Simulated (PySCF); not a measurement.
# C5H12S (3-methyl-2-butanethiol): the cost of one run

Computed with PySCF 2.14.0 and routines of our own; the level stands in each step. Atoms count from 0.

## 1. The starting structure

18 atoms, charge 0, multiplicity 1; geometry from: GFN2-xTB.

## 2. Optimising the geometry at PBE0-D3(BJ)/def2-SVP

The job: settings as JSON, then the geometry in Å.

```
{"job": {"xc": "PBE0", "basis": "def2-SVP", "d3": "d3bj", "grid": 2, "kind": "geom"}, "charge": 0, "multiplicity": 1}
C     -0.642541     1.339632    -0.624068
C     -0.663704     0.243656     0.438473
C     -1.656086    -0.851327     0.046883
C      0.720619    -0.360677     0.718418
C      1.481934    -0.854473    -0.499989
S      1.768582     0.814939     1.669500
H     -1.628271     1.791974    -0.701859
H     -0.378834     0.935312    -1.598387
H      0.064641     2.124233    -0.363756
H     -1.006015     0.688941     1.380078
H     -1.679198    -1.639220     0.796616
H     -2.655835    -0.431989    -0.039111
H     -1.391721    -1.291881    -0.911484
H      0.594552    -1.186323     1.425606
H      0.898539    -1.600962    -1.033938
H      2.419026    -1.310865    -0.188628
H      1.711288    -0.035510    -1.178181
H      2.034263     1.630856     0.652172
```

Run with:

```console
> OMP_NUM_THREADS=1 python excited_run.py task.json out
```

One launch serves the whole session: the jobs run in the order shown.

**Question.** How long does this first job take on 1 thread of Arm Neoverse V2, shared host, and how much memory does it need?

About 36 s, with a peak of 0.73 GiB.
